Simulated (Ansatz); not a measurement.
## Molecular dynamics of C4H9FO

Input file:

```yaml
crystal:
  periodic: [false, false, false]
  atoms:
    - { symbol: C, position_ang: [-1.864656, 0.701505, 0.542401] }
    - { symbol: O, position_ang: [-0.695902, -0.036582, 0.984969] }
    - { symbol: C, position_ang: [0.13388, -0.423311, -0.197339] }
    - { symbol: C, position_ang: [1.072378, -1.539571, 0.376694] }
    - { symbol: C, position_ang: [0.933554, 0.864508, -0.690886] }
    - { symbol: F, position_ang: [0.083455, 1.811539, -1.326136] }
    - { symbol: H, position_ang: [-2.741862, 0.094912, 0.239541] }
    - { symbol: H, position_ang: [-1.632849, 1.418146, -0.287469] }
    - { symbol: H, position_ang: [-2.227028, 1.342024, 1.383524] }
    - { symbol: H, position_ang: [-0.485088, -0.818681, -1.095424] }
    - { symbol: H, position_ang: [1.962715, -1.691776, -0.26769] }
    - { symbol: H, position_ang: [0.545582, -2.52206, 0.401889] }
    - { symbol: H, position_ang: [1.366032, -1.263405, 1.413595] }
    - { symbol: H, position_ang: [1.550282, 1.293473, 0.159946] }
    - { symbol: H, position_ang: [1.758872, 0.534738, -1.389377] }
magnetization:
  spin_polarized: true
basis:
  gaussian: { orbitals: STO-3G }
hamiltonian:
  xc: b3lyp
md:
  timestep: 0.5
  n_steps: 129
  ensemble: nvt_nose_hoover
  temperature: 3000.0
  initial_velocities: maxwell_boltzmann
  seed: 379733
```

Command:

```bash
$ ansatz run input.yaml --threads 1 --pin off --max-ram 2048MiB --backend cpu --events-out ev --progress --plain --runs-dir out
```

It goes on from the last frame of an earlier run, with new velocities.

Output, in part (one step line in 3, the closing report, with atoms numbered from 0):

```
md step     0: t =     0.00 fs  T =  3000.0 K  F+E_penalty+E_count = -8938.79469258 eV  E_kin = 5.041140 eV  conserved = -8933.75355262 eV  (24 SCF iters)
md step     3: t =     1.50 fs  T =  2326.5 K  F+E_penalty+E_count = -8937.64758379 eV  E_kin = 3.909344 eV  conserved = -8933.73829054 eV  (26 SCF iters)
md step     6: t =     3.00 fs  T =  1686.5 K  F+E_penalty+E_count = -8936.56620171 eV  E_kin = 2.833922 eV  conserved = -8933.73268343 eV  (26 SCF iters)
md step     9: t =     4.50 fs  T =  1544.6 K  F+E_penalty+E_count = -8936.33528301 eV  E_kin = 2.595464 eV  conserved = -8933.74103307 eV  (26 SCF iters)
md step    12: t =     6.00 fs  T =  1374.9 K  F+E_penalty+E_count = -8936.04482663 eV  E_kin = 2.310340 eV  conserved = -8933.73697470 eV  (26 SCF iters)
md step    15: t =     7.50 fs  T =  1440.1 K  F+E_penalty+E_count = -8936.14736035 eV  E_kin = 2.419956 eV  conserved = -8933.73164965 eV  (26 SCF iters)
md step    18: t =     9.00 fs  T =  2012.6 K  F+E_penalty+E_count = -8937.12044480 eV  E_kin = 3.381999 eV  conserved = -8933.74554978 eV  (23 SCF iters)
md step    21: t =    10.50 fs  T =  2173.1 K  F+E_penalty+E_count = -8937.39066203 eV  E_kin = 3.651552 eV  conserved = -8933.75038025 eV  (26 SCF iters)
md step    24: t =    12.00 fs  T =  1607.8 K  F+E_penalty+E_count = -8936.41875599 eV  E_kin = 2.701654 eV  conserved = -8933.73246702 eV  (26 SCF iters)
md step    27: t =    13.50 fs  T =  1444.6 K  F+E_penalty+E_count = -8936.14425857 eV  E_kin = 2.427549 eV  conserved = -8933.73574451 eV  (27 SCF iters)
md step    30: t =    15.00 fs  T =  1597.4 K  F+E_penalty+E_count = -8936.40373068 eV  E_kin = 2.684321 eV  conserved = -8933.74287245 eV  (27 SCF iters)
md step    33: t =    16.50 fs  T =  1513.6 K  F+E_penalty+E_count = -8936.25308326 eV  E_kin = 2.543409 eV  conserved = -8933.73824596 eV  (28 SCF iters)
md step    36: t =    18.00 fs  T =  1545.1 K  F+E_penalty+E_count = -8936.29464491 eV  E_kin = 2.596342 eV  conserved = -8933.73231075 eV  (26 SCF iters)
md step    39: t =    19.50 fs  T =  1969.2 K  F+E_penalty+E_count = -8937.01595669 eV  E_kin = 3.309043 eV  conserved = -8933.74795714 eV  (28 SCF iters)
md step    42: t =    21.00 fs  T =  1831.3 K  F+E_penalty+E_count = -8936.77516899 eV  E_kin = 3.077350 eV  conserved = -8933.74730279 eV  (28 SCF iters)
md step    45: t =    22.50 fs  T =  1173.4 K  F+E_penalty+E_count = -8935.64566828 eV  E_kin = 1.971832 eV  conserved = -8933.73018219 eV  (28 SCF iters)
md step    48: t =    24.00 fs  T =  1063.4 K  F+E_penalty+E_count = -8935.46238958 eV  E_kin = 1.786902 eV  conserved = -8933.73724729 eV  (29 SCF iters)
md step    51: t =    25.50 fs  T =  1197.5 K  F+E_penalty+E_count = -8935.68565889 eV  E_kin = 2.012317 eV  conserved = -8933.74144724 eV  (28 SCF iters)
md step    54: t =    27.00 fs  T =  1214.2 K  F+E_penalty+E_count = -8935.70213096 eV  E_kin = 2.040294 eV  conserved = -8933.73724483 eV  (28 SCF iters)
md step    57: t =    28.50 fs  T =  1492.9 K  F+E_penalty+E_count = -8936.15867131 eV  E_kin = 2.508594 eV  conserved = -8933.73403598 eV  (28 SCF iters)
md step    60: t =    30.00 fs  T =  2063.8 K  F+E_penalty+E_count = -8937.12301361 eV  E_kin = 3.468036 eV  conserved = -8933.75137373 eV  (28 SCF iters)
md step    63: t =    31.50 fs  T =  1886.7 K  F+E_penalty+E_count = -8936.80271689 eV  E_kin = 3.170449 eV  conserved = -8933.74333206 eV  (28 SCF iters)
md step    66: t =    33.00 fs  T =  1429.7 K  F+E_penalty+E_count = -8936.01040340 eV  E_kin = 2.402405 eV  conserved = -8933.73126633 eV  (28 SCF iters)
md step    69: t =    34.50 fs  T =  1472.9 K  F+E_penalty+E_count = -8936.08098108 eV  E_kin = 2.474966 eV  conserved = -8933.74057551 eV  (28 SCF iters)
md step    72: t =    36.00 fs  T =  1565.1 K  F+E_penalty+E_count = -8936.22152177 eV  E_kin = 2.629914 eV  conserved = -8933.73886042 eV  (28 SCF iters)
md step    75: t =    37.50 fs  T =  1675.9 K  F+E_penalty+E_count = -8936.39573741 eV  E_kin = 2.816230 eV  conserved = -8933.74087760 eV  (26 SCF iters)
md step    78: t =    39.00 fs  T =  1802.2 K  F+E_penalty+E_count = -8936.58864304 eV  E_kin = 3.028300 eV  conserved = -8933.73745736 eV  (27 SCF iters)
md step    81: t =    40.50 fs  T =  1983.8 K  F+E_penalty+E_count = -8936.88459596 eV  E_kin = 3.333580 eV  conserved = -8933.74607236 eV  (27 SCF iters)
md step    84: t =    42.00 fs  T =  1725.6 K  F+E_penalty+E_count = -8936.42649694 eV  E_kin = 2.899648 eV  conserved = -8933.74032557 eV  (26 SCF iters)
md step    87: t =    43.50 fs  T =  1337.3 K  F+E_penalty+E_count = -8935.75084199 eV  E_kin = 2.247209 eV  conserved = -8933.73230227 eV  (26 SCF iters)
md step    90: t =    45.00 fs  T =  1350.2 K  F+E_penalty+E_count = -8935.76463865 eV  E_kin = 2.268872 eV  conserved = -8933.73833274 eV  (27 SCF iters)
md step    93: t =    46.50 fs  T =  1450.7 K  F+E_penalty+E_count = -8935.91925804 eV  E_kin = 2.437732 eV  conserved = -8933.73952702 eV  (26 SCF iters)
md step    96: t =    48.00 fs  T =  1530.8 K  F+E_penalty+E_count = -8936.03561391 eV  E_kin = 2.572364 eV  conserved = -8933.73821608 eV  (26 SCF iters)
md step    99: t =    49.50 fs  T =  1783.3 K  F+E_penalty+E_count = -8936.43971152 eV  E_kin = 2.996631 eV  conserved = -8933.73734363 eV  (26 SCF iters)
md step   102: t =    51.00 fs  T =  2093.6 K  F+E_penalty+E_count = -8936.94708110 eV  E_kin = 3.518102 eV  conserved = -8933.74710543 eV  (26 SCF iters)
md step   105: t =    52.50 fs  T =  1869.3 K  F+E_penalty+E_count = -8936.53572442 eV  E_kin = 3.141055 eV  conserved = -8933.73780975 eV  (28 SCF iters)
md step   108: t =    54.00 fs  T =  1590.3 K  F+E_penalty+E_count = -8936.04085131 eV  E_kin = 2.672286 eV  conserved = -8933.73343591 eV  (28 SCF iters)
md step   111: t =    55.50 fs  T =  1604.2 K  F+E_penalty+E_count = -8936.04806101 eV  E_kin = 2.695720 eV  conserved = -8933.73794441 eV  (28 SCF iters)
md step   114: t =    57.00 fs  T =  1672.2 K  F+E_penalty+E_count = -8936.14186125 eV  E_kin = 2.809969 eV  conserved = -8933.73959473 eV  (28 SCF iters)
md step   117: t =    58.50 fs  T =  1601.2 K  F+E_penalty+E_count = -8936.00128947 eV  E_kin = 2.690649 eV  conserved = -8933.74124199 eV  (29 SCF iters)
md step   120: t =    60.00 fs  T =  1430.3 K  F+E_penalty+E_count = -8935.68414363 eV  E_kin = 2.403430 eV  conserved = -8933.73256655 eV  (29 SCF iters)
md step   123: t =    61.50 fs  T =  1575.7 K  F+E_penalty+E_count = -8935.91551013 eV  E_kin = 2.647786 eV  conserved = -8933.74132912 eV  (28 SCF iters)
md step   126: t =    63.00 fs  T =  1564.7 K  F+E_penalty+E_count = -8935.87020003 eV  E_kin = 2.629312 eV  conserved = -8933.73827100 eV  (28 SCF iters)
md step   129: t =    64.50 fs  T =  1469.9 K  F+E_penalty+E_count = -8935.68372681 eV  E_kin = 2.470027 eV  conserved = -8933.73411051 eV  (27 SCF iters)
Total energy: -8935.68393345 eV, -328.3803277303 hartree
Atom 0 at    -2.173334     0.230756     0.475811 Å, force    -0.919542     1.096673    -2.088615 eV/Å
Atom 1 at    -0.691282     0.650320     0.742242 Å, force    -1.977116    -4.421917    -0.911827 eV/Å
Atom 2 at     0.095011    -0.366770    -0.204989 Å, force    -1.943232    -2.746499     1.637710 eV/Å
Atom 3 at     1.123811    -1.552291     0.359330 Å, force    -3.092103     0.906563     0.962241 eV/Å
Atom 4 at     0.951895     0.607166    -0.915563 Å, force     5.762776    -0.394280    -3.755243 eV/Å
Atom 5 at     0.336565     1.829324    -0.839276 Å, force     0.270023     1.713491    -1.342569 eV/Å
Atom 6 at    -2.811118    -0.474276     1.100584 Å, force     1.676349     0.239311     0.294687 eV/Å
Atom 7 at    -2.369701    -0.144801    -0.627507 Å, force     0.852317     0.644909     2.132588 eV/Å
Atom 8 at    -2.757834     1.186612     0.483585 Å, force     0.420178    -0.116800     0.385167 eV/Å
Atom 9 at    -0.709249    -0.879966    -0.832017 Å, force     1.255482     0.722633     0.276599 eV/Å
Atom 10 at     1.278447    -2.404003    -0.480913 Å, force    -0.163669     2.426902     2.347794 eV/Å
Atom 11 at     0.511951    -1.974374     1.336628 Å, force     2.700418     0.835231    -2.617485 eV/Å
Atom 12 at     1.983599    -0.797644     0.536148 Å, force    -0.437623    -2.886865     0.568734 eV/Å
Atom 13 at     2.074757     0.617370    -0.539820 Å, force    -2.054816     0.663981     0.902445 eV/Å
Atom 14 at     1.361816     0.174261    -1.973045 Å, force    -2.349441     1.316666     1.207775 eV/Å
Dipole moment:    -0.011680    -0.336801    -0.173880 e Å
```

The run went to its last step. The conserved energy stayed within 1.7 meV per atom of its start (net change 1.3 meV per atom), so the integration is sound. The mean temperature of the second half is 46 % below the set value. A run of 0.065 ps of so small a system gives no equilibrium averages. Limits of this set-up: minimal basis.

The same pairs are bonded in the first frame and the last. Pairs count as bonded within 1.25 times the sum of covalent radii (0.12 Å more for H–H).

Last frame:

```xyz
15
Properties=species:S:1:pos:R:3
C -2.173 0.231 0.476
O -0.691 0.650 0.742
C 0.095 -0.367 -0.205
C 1.124 -1.552 0.359
C 0.952 0.607 -0.916
F 0.337 1.829 -0.839
H -2.811 -0.474 1.101
H -2.370 -0.145 -0.627
H -2.758 1.187 0.484
H -0.709 -0.880 -0.832
H 1.278 -2.404 -0.481
H 0.512 -1.974 1.337
H 1.984 -0.798 0.536
H 2.075 0.617 -0.540
H 1.362 0.174 -1.973
```

Time of the run: 9.2 min on 1 thread of Arm Neoverse V2, on a shared host, peak memory 0.15 GiB.
